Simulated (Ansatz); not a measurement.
**B2H (sextet): the correlation ladder, def2-TZVPP**

One table from this session's results is given with a row withheld; the runs are named, their logs left out.

Method: def2-TZVPP, core rule «outside noble gas», up to 2 orbitals frozen; program: Ansatz 0.2.0, Gaussian basis.

The runs, in order: UHF; ROHF; CCSD(T) on UHF.

## The system

The geometry is a PBE0/def2-TZVP stationary point (not a proven minimum) of the parent state, kept for this charge and spin.

3 atoms, charge 0, spin multiplicity 6.

Atoms are counted from 1 here; the program's logs count them from 0.

Bond lengths: B1–B2 1.520 Å, B1–H3 1.178 Å. Angles: B2–B1–H3 180.0°.

Set-up of the first run:

in.yaml

```yaml
crystal:
  periodic: [false, false, false]
  atoms:
    - {symbol: B, position_ang: [0.000000, 0.000000, 0.114060]}
    - {symbol: B, position_ang: [0.000000, 0.000000, -1.406367]}
    - {symbol: H, position_ang: [0.000000, 0.000000, 1.292307]}
basis:
  gaussian: {orbitals: def2-TZVPP}
magnetization: {spin_polarized: true, initial_magnetization: 5}
hamiltonian: {xc: hf}
output: {orbitals: {seedname: orbitals}}
```

The run is started by

```sh
ansatz run in.yaml --threads 1 --pin off --events-out ev --progress --plain --max-ram 2560MiB --backend cpu
```

Among the steps run: UHF; ROHF; CCSD(T) on UHF.

One of the session's tables, all rows but one given; the rest of the session is left out.

| method | from UCCSD(T) (kcal/mol) |
| --- | --- |
| ROHF | ? |
| UHF | +74.05 |
| UMP2 | +20.85 |
| UCCSD | +3.18 |
| UCCSD(T) | 0 |

Q: Estimate the row for ROHF from the others.

The run gave: from UCCSD(T) (kcal/mol): +74.91. In the column «from UCCSD(T) (kcal/mol)» it is the highest.
